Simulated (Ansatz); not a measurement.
This Ansatz (an electronic-structure program) input (PBE/6-31G) gives -342.56126 Eh with 19 basis functions.

Ansatz 0.2 input:
```yaml
crystal:
  periodic: [false, false, false]
  atoms:
    - {symbol: P, position_ang: [0.00032744, 0.00049281, 0.06308582]}
    - {symbol: H, position_ang: [-0.03026407, 1.34802484, -0.32583010]}
    - {symbol: H, position_ang: [1.18225281, -0.65296472, -0.31649250]}
    - {symbol: H, position_ang: [-1.15690038, -0.70245221, -0.30396469]}
basis:
  gaussian:
    orbitals: 6-31G
hamiltonian:
  xc: {name: PBE}
total_charge: 1
magnetization: {spin_polarized: true, initial_magnetization: 1}
```

Change:
```diff
- orbitals: 6-31G
+ orbitals: aug-pcseg-3
```

Problem. What does the run give now?

Solution. -342.63729 Eh (PBE/aug-pcseg-3, 236 functions), a change of -76.03 mEh.
